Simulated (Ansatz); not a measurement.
Born–Oppenheimer molecular dynamics of AlFH₅P (8 atoms, charge 0, multiplicity 1). It starts at the highest image of a converged band, a first-order saddle point between two minima.

Computed with RKS B3LYP/6-31G* (Ansatz).

```json
{
  "ensemble": "NVE (velocity Verlet)",
  "time step": "0.5 fs",
  "steps asked": "200",
  "starting velocities drawn for": "300 K",
  "seed": "5907"
}
```

Frames 0.5 fs apart, positions in Å, forces in eV/Å.

Velocities at 85 fs (Å/ps):

```
Al 0.49 1.29 -0.06
F 1.06 0.44 -1.37
H -15.18 3.89 7.19
H -9.08 -6.09 5.77
P -0.09 -2.88 0.80
H -0.02 22.02 -16.07
H 7.58 4.32 -3.76
H -13.92 21.41 9.79
```

```xyz
8
Properties=species:S:1:pos:R:3:forces:R:3 time_fs=85 energy_less_start_eV=0.107 T=163
Al 0.114 -0.513 -0.110 -0.04 0.17 0.17
F -0.178 0.199 2.099 0.19 -0.11 0.29
H 1.504 0.055 -0.671 -0.08 0.04 0.28
H -1.225 0.052 -0.748 -0.09 0.01 0.13
P 0.206 -2.588 0.987 -0.78 0.50 0.81
H -0.687 -3.230 0.119 -0.27 -0.34 -0.25
H 1.343 -2.878 0.292 1.19 -0.62 -0.65
H -0.018 -0.501 2.739 -0.13 0.35 -0.80
8
Properties=species:S:1:pos:R:3:forces:R:3 time_fs=85.5 energy_less_start_eV=0.099 T=173
Al 0.114 -0.513 -0.110 -0.13 0.12 0.22
F -0.177 0.200 2.098 0.14 0.11 0.13
H 1.496 0.057 -0.668 0.01 0.07 0.25
H -1.229 0.049 -0.745 -0.07 0.01 0.14
P 0.205 -2.590 0.988 -0.67 0.49 0.73
H -0.687 -3.219 0.110 -0.26 -0.35 -0.26
H 1.348 -2.877 0.289 1.06 -0.59 -0.58
H -0.026 -0.489 2.743 -0.08 0.15 -0.62
8
Properties=species:S:1:pos:R:3:forces:R:3 time_fs=86 energy_less_start_eV=0.090 T=185
Al 0.114 -0.512 -0.110 -0.23 0.07 0.26
F -0.176 0.200 2.097 0.08 0.37 -0.08
H 1.489 0.059 -0.663 0.09 0.11 0.21
H -1.234 0.046 -0.742 -0.05 0.00 0.14
P 0.205 -2.591 0.988 -0.51 0.44 0.59
H -0.688 -3.209 0.102 -0.24 -0.35 -0.24
H 1.356 -2.877 0.285 0.87 -0.54 -0.48
H -0.033 -0.478 2.745 -0.02 -0.10 -0.40
8
Properties=species:S:1:pos:R:3:forces:R:3 time_fs=86.5 energy_less_start_eV=0.082 T=194
Al 0.115 -0.511 -0.110 -0.32 0.02 0.30
F -0.176 0.200 2.097 0.02 0.65 -0.33
H 1.481 0.061 -0.658 0.18 0.15 0.17
H -1.239 0.043 -0.738 -0.03 -0.01 0.14
P 0.205 -2.592 0.989 -0.32 0.37 0.41
H -0.690 -3.200 0.092 -0.19 -0.34 -0.21
H 1.366 -2.878 0.280 0.63 -0.48 -0.34
H -0.040 -0.467 2.747 0.04 -0.36 -0.14
8
Properties=species:S:1:pos:R:3:forces:R:3 time_fs=87 energy_less_start_eV=0.079 T=198
Al 0.115 -0.511 -0.110 -0.42 -0.04 0.34
F -0.175 0.201 2.096 -0.04 0.91 -0.57
H 1.474 0.064 -0.653 0.26 0.19 0.13
H -1.244 0.040 -0.734 -0.01 -0.01 0.15
P 0.205 -2.594 0.989 -0.12 0.29 0.19
H -0.692 -3.192 0.082 -0.14 -0.31 -0.16
H 1.377 -2.881 0.274 0.37 -0.41 -0.19
H -0.048 -0.456 2.748 0.09 -0.62 0.12
8
Properties=species:S:1:pos:R:3:forces:R:3 time_fs=87.5 energy_less_start_eV=0.081 T=196
Al 0.115 -0.510 -0.110 -0.50 -0.08 0.39
F -0.175 0.201 2.095 -0.08 1.12 -0.78
H 1.468 0.067 -0.647 0.34 0.23 0.09
H -1.249 0.036 -0.730 0.01 -0.02 0.15
P 0.205 -2.595 0.990 0.07 0.19 -0.04
H -0.694 -3.185 0.071 -0.07 -0.28 -0.10
H 1.389 -2.884 0.268 0.10 -0.34 -0.04
H -0.054 -0.448 2.749 0.13 -0.82 0.33
8
Properties=species:S:1:pos:R:3:forces:R:3 time_fs=88 energy_less_start_eV=0.086 T=189
Al 0.115 -0.509 -0.110 -0.58 -0.13 0.43
F -0.174 0.202 2.094 -0.09 1.25 -0.90
H 1.462 0.071 -0.641 0.41 0.26 0.05
H -1.254 0.033 -0.725 0.03 -0.02 0.15
P 0.205 -2.596 0.990 0.24 0.09 -0.28
H -0.697 -3.178 0.061 0.01 -0.24 -0.03
H 1.402 -2.888 0.261 -0.15 -0.27 0.11
H -0.061 -0.441 2.752 0.15 -0.94 0.46
8
Properties=species:S:1:pos:R:3:forces:R:3 time_fs=88.5 energy_less_start_eV=0.094 T=180
Al 0.115 -0.509 -0.110 -0.64 -0.16 0.47
F -0.174 0.202 2.093 -0.09 1.26 -0.91
H 1.458 0.076 -0.635 0.46 0.29 0.02
H -1.259 0.030 -0.720 0.04 -0.02 0.14
P 0.204 -2.598 0.991 0.39 0.00 -0.50
H -0.699 -3.172 0.050 0.08 -0.20 0.05
H 1.414 -2.893 0.255 -0.39 -0.21 0.25
H -0.068 -0.436 2.755 0.14 -0.95 0.48
8
Properties=species:S:1:pos:R:3:forces:R:3 time_fs=89 energy_less_start_eV=0.101 T=171
Al 0.115 -0.508 -0.109 -0.68 -0.19 0.50
F -0.173 0.203 2.092 -0.07 1.16 -0.81
H 1.454 0.081 -0.629 0.50 0.31 0.00
H -1.264 0.027 -0.714 0.06 -0.03 0.14
P 0.204 -2.599 0.992 0.51 -0.09 -0.71
H -0.701 -3.166 0.040 0.15 -0.16 0.13
H 1.425 -2.898 0.249 -0.59 -0.15 0.36
H -0.074 -0.433 2.760 0.12 -0.85 0.38
8
Properties=species:S:1:pos:R:3:forces:R:3 time_fs=89.5 energy_less_start_eV=0.108 T=161
Al 0.115 -0.507 -0.109 -0.71 -0.21 0.54
F -0.173 0.204 2.091 -0.04 0.98 -0.62
H 1.452 0.086 -0.623 0.52 0.32 -0.02
H -1.269 0.024 -0.709 0.07 -0.03 0.13
P 0.204 -2.600 0.992 0.60 -0.16 -0.90
H -0.703 -3.161 0.029 0.22 -0.13 0.21
H 1.435 -2.904 0.244 -0.75 -0.10 0.46
H -0.079 -0.433 2.765 0.09 -0.67 0.19
8
Properties=species:S:1:pos:R:3:forces:R:3 time_fs=90 energy_less_start_eV=0.115 T=152
Al 0.115 -0.507 -0.109 -0.71 -0.22 0.57
F -0.172 0.206 2.090 -0.01 0.74 -0.37
H 1.451 0.093 -0.617 0.52 0.32 -0.03
H -1.273 0.021 -0.703 0.08 -0.03 0.13
P 0.204 -2.601 0.992 0.66 -0.23 -1.05
H -0.705 -3.156 0.019 0.28 -0.10 0.28
H 1.443 -2.910 0.241 -0.88 -0.05 0.54
H -0.085 -0.434 2.771 0.06 -0.43 -0.06
8
Properties=species:S:1:pos:R:3:forces:R:3 time_fs=90.5 energy_less_start_eV=0.122 T=144
Al 0.115 -0.506 -0.108 -0.69 -0.22 0.59
F -0.172 0.207 2.088 0.03 0.48 -0.10
H 1.451 0.101 -0.611 0.50 0.31 -0.03
H -1.278 0.017 -0.696 0.09 -0.03 0.12
P 0.204 -2.603 0.993 0.70 -0.27 -1.18
H -0.705 -3.151 0.010 0.32 -0.08 0.34
H 1.449 -2.916 0.238 -0.97 -0.02 0.59
H -0.090 -0.436 2.777 0.02 -0.18 -0.33
```

Of the whole run (100 fs, mean temperature of the second half 236 K): The conserved energy stayed within 0.12 meV per atom of its start (net change 0.061 meV per atom), so the integration is sound. A run of 0.1 ps of so small a system gives no equilibrium averages. The orbitals stay closed-shell, which can raise the energy where a bond breaks towards radicals; this wasn't checked here.

The run took 7.4 min on 1 thread of Arm Neoverse V2, with other jobs on the host, peak memory 0.11 GiB.
